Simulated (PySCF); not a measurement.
A species of formula C5H11N has this rotational fingerprint, computed with PBE0/def2-SVPD in PySCF (dipole) on a GFN2-xTB geometry, gas phase:

| Item | Value |
| --- | --- |
| Rotational constants | A = 4447, B = 2759, C = 2709 MHz |
| Dipole components | \|μa\| = 2.48 D, \|μb\| = 0.73 D, \|μc\| = 0.00 D |
| Inertial defect | -110.27 u·Å² |
| κ | -0.94 |

Question: Which structure is it? (One computed conformer of each.)
A. `[CH2:1]=[CH:2][C@@H:3]([CH3:4])[NH:5][CH3:6]` with C1–C2–C3–C4 108°, C2–C3–N5–C6 70°
B. `CC(C)(/C=N\[H])C`
C. `[CH3:1][CH2:2][CH2:3][N:4]1[CH2:5][CH2:6]1` with C1–C2–C3–N4 178°, C2–C3–N4–C5 86°

Answer: B. It is [H]/N=C\C(C)(C)C, a near-prolate asymmetric top, point group Cs. The candidates at the same level (rigid rotor, commonest isotopes):

| SMILES | A (MHz) | B (MHz) | C (MHz) | μa (D) | μb (D) | μc (D) | Δ (u·Å²) | point group | rotor |
| --- | --- | --- | --- | --- | --- | --- | --- | --- | --- |
| [H]/N=C\C(C)(C)C | 4447 | 2759 | 2709 | 2.48 | 0.73 | 0.00 | -110.27 | Cs | near-prolate asymmetric top |
| C=C[C@@H](C)NC | 4171 | 2998 | 1926 | 0.33 | 0.29 | 0.89 | -27.32 | C1 | asymmetric top |
| CCCN1CC1 | 11177 | 1741 | 1646 | 0.03 | 0.04 | 1.04 | -28.57 | C1 | near-prolate asymmetric top |

`C=C[C@@H](C)NC` has C 29 % too low; `CCCN1CC1` has A 151 % too high. In the right answer the mirror of this Cs structure is the ab plane, so μc vanishes by symmetry (the 0.01 D computed is a residue). No structure here is proved a minimum.
